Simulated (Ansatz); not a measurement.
One crystal and one scan (energy against volume) at two levels, PBE (plane waves to 420 eV, PAW, scalar-relativistic; Ansatz, a program for electronic structure) and r2SCAN (plane waves to 500 eV, PAW, scalar-relativistic; Ansatz), each from its own relaxed cell and on its own mesh. The cell shown is that of PBE.

Na (bcc, W type)

```
Na
1.0
   -2.09826     2.09826     2.09826
    2.09826    -2.09826     2.09826
    2.09826     2.09826    -2.09826
Na
1
Direct
  0.00000   0.00000   0.00000
```

The volume is varied about the relaxed value V₀ at fixed cell shape. Symmetry pins the atoms to their sites.

E stands for the smeared free energy. Na was relaxed with its symmetry unable to fall. Percentages come from the unrounded values. Both scans cover V/V₀ from 0.900 to 1.100.

```csv
quantity,PBE,r2SCAN,PBE − r2SCAN
Lattice constant a (Å),4.197,4.222,-0.025 (-0.6 %)
Pressure at the smallest volume (GPa),1.0,1.0,0.0
Energy cost of the largest compression (meV/atom),11,11,0
Energy cost of the largest expansion (meV/atom),8,8,0
Bulk modulus B₀ (third-order Birch-Murnaghan fit) (GPa),7.8,7.7,+0.1 (+1 %)
Pressure derivative B₀′ (fit),3.7,3.6,+0.1 (+2 %)
Pressure for 5 % compression (fit) (GPa),0.4,0.4,0.0
```

PBE gives the lower value for: lattice constant a. They agree on: bulk modulus B₀ (within 1.5 %). For the lattice constant a the reference is 4.214 Å (measured, corrected to the static lattice; as given in Daniel Mejia-Rodriguez, S. B. Trickey, Physical Review B (2018), arXiv:1807.09216): within its tolerance of 0.3 % it doesn't tell which level is nearer. For the bulk modulus B₀ the reference is 7.9 GPa (measured, corrected to the static lattice; as given in Daniel Mejia-Rodriguez, S. B. Trickey, Physical Review B (2018), arXiv:1807.09216): within its tolerance of 5 % it doesn't tell which level is nearer.  Neither level is exact: the differences show how much the result hangs on the functional.

ΔE (meV/atom), each from the relaxed starting cell of its own level:

```
V/V₀   PBE  r2SCAN
-----  ---  ------
0.900   11      11
0.925    6       6
0.950    2       3
0.975    1       1
1.000    0       0
1.025    1       1
1.050    2       2
1.075    5       4
1.100    8       8
```

(A scan under strain: stresses follow from slopes of the energy per volume, elastic moduli from its curvatures.)
